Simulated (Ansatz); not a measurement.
# AlSiH4 (doublet): from Hartree-Fock to the top rungs at distance Al1–H4 along a hydrogen transfer = 1.701 Å, cc-pVDZ

How much of the correlation energy of AlSiH4 (doublet) does each wave-function method recover here?

The runs use Ansatz 0.2.0, Gaussian basis; cc-pVDZ, core rule «outside noble gas», up to 10 orbitals frozen.

To be run: UHF; CCSD(T) on ROHF; CCSD(T) on UHF; BCCD(T) on ROHF; CISD; CCSDT(Q) on ROHF; CCSDT(Q) on UHF; CASSCF and MRCISD+Q, 3 electrons in 3 orbitals; CASSCF and NEVPT2, 3 electrons in 3 orbitals; CASSCF and NEVPT2, 9 electrons in 9 orbitals.

7 further runs of the same task are left out: 7 that didn't finish.

**1. The geometry**

The geometry derives from fragments relaxed apart (PBE0/def2-TZVP) and kept rigid, so it is no stationary point. A hydrogen atom is moved between rigid fragments.

6 atoms, charge 0, spin multiplicity 2.

Atoms are counted from 1 here; the program's logs count them from 0.

Bond lengths: Al1–H2 1.586 Å, Al1–H3 1.586 Å, Al1–H4 1.701 Å, Si5–H6 1.532 Å. Angles: H2–Al1–H3 120.0°, H2–Al1–H4 120.0°, H3–Al1–H4 120.0°.

**2. UHF**

in.yaml reads:

```yaml
crystal:
  periodic: [false, false, false]
  atoms:
    - {symbol: Al, position_ang: [-1.894176, 0.025233, 0.000000]}
    - {symbol: H, position_ang: [-2.687099, 1.398618, 0.000000]}
    - {symbol: H, position_ang: [-2.687100, -1.348151, 0.000000]}
    - {symbol: H, position_ang: [-0.193176, 0.025233, 0.000000]}
    - {symbol: Si, position_ang: [1.935824, 0.025233, 0.000000]}
    - {symbol: H, position_ang: [2.332258, -1.454280, 0.000000]}
basis:
  gaussian: {orbitals: cc-pVDZ}
magnetization: {spin_polarized: true, initial_magnetization: 1}
hamiltonian: {xc: hf}
output: {orbitals: {seedname: orbitals}}
```

Command:

```bash
$ ansatz run in.yaml --threads 1 --pin off --events-out ev --progress --plain --max-ram 2393MiB
```

After this run come: CCSD(T) on ROHF; CCSD(T) on UHF; BCCD(T) on ROHF; CISD; CCSDT(Q) on ROHF; CCSDT(Q) on UHF; CASSCF and MRCISD+Q, 3 electrons in 3 orbitals; CASSCF and NEVPT2, 3 electrons in 3 orbitals; CASSCF and NEVPT2, 9 electrons in 9 orbitals.

**Question.** What will the summary of the whole plan be? Wanted: UCCSDT(Q) below the RHF energy; RMP2 from UCCSDT(Q); UMP2 from UCCSDT(Q); RCCSD from UCCSDT(Q); RCCSD(T) from UCCSDT(Q); UCCSD(T) from UCCSDT(Q); RCCSDT(Q) from UCCSDT(Q); NEVPT2 pair from UCCSDT(Q); NEVPT2 frontier from UCCSDT(Q).

**Answer**, as computed:

| quantity | value |
| --- | --- |
| UCCSDT(Q) below the RHF energy | -5.5518 eV |
| RMP2 from UCCSDT(Q) | +32.35 kcal/mol |
| UMP2 from UCCSDT(Q) | +32.78 kcal/mol |
| RCCSD from UCCSDT(Q) | +3.24 kcal/mol |
| RCCSD(T) from UCCSDT(Q) | +0.81 kcal/mol |
| UCCSD(T) from UCCSDT(Q) | +0.81 kcal/mol |
| RCCSDT(Q) from UCCSDT(Q) | 0.00 kcal/mol |
| NEVPT2 pair from UCCSDT(Q) | +32.05 kcal/mol |
| NEVPT2 frontier from UCCSDT(Q) | +28.65 kcal/mol |
| levels within 1 kcal/mol (43 meV) | RCCSD(T), UCCSD(T), BCCD(T), RCCSDT, UCCSDT, RCCSDT(Q) |
| T1 diagnostic | 0.018 |

In words: RCCSD(T) lands +0.81 kcal/mol from the yardstick (0.6 % of the correlation energy). Of the multireference levels listed NEVPT2 frontier comes nearest in total energy (+28.65 kcal/mol), which doesn't show that its space is the better one. These misses are within one basis, not against nature; the frozen cores of restricted and unrestricted runs differ, which can shift their rows.
